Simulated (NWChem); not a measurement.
**Basis-set dependence for dimethyl sulfide (C₂H₆S)**

```
S
C 1 1.8032
H 2 1.0992 1 107.02
H 2 1.1012 3 108.49 1 120.59
H 2 1.1012 3 108.49 4 118.81
C 1 1.8032 2 99.78 3 180.00
H 6 1.0992 1 107.02 2 180.00
H 6 1.1012 7 108.49 1 -120.59
H 6 1.1012 7 108.49 8 -118.81
```
Charge 0, spin multiplicity 1.

The numbers come from NWChem runs, not from measurements. All single points use one geometry, from PBE0/def2-SVP, a minimum by its harmonic frequencies.

Hartree-Fock energies in Ha, correlation energies in mHa.

The correlated methods keep 7 core orbitals frozen. The Pople sets run with spherical d functions. Coupled-cluster values serve here as a point of comparison, not as the truth.

```
basis     functions         RHF     MP2  SCS-MP2    CCSD  CCSD+T(CCSD)  CCSD(T)  CR-CCSD[T]  CR-CCSD(T)
--------  ---------  ----------  ------  -------  ------  ------------  -------  ----------  ----------
cc-pVDZ          76  -476.75808  -430.4   -431.9  -477.4        -491.1   -490.8      -487.8      -487.6
6-311G**         98  -476.77998  -447.2   -449.9  -492.3        -508.4   -508.0      -504.6      -504.3
```

From cc-pVDZ to 6-311G** the Hartree-Fock energy moves by -21.9 mHa and the MP2 correlation energy by -16.8 mHa, which is 4 % of its value in the larger set.
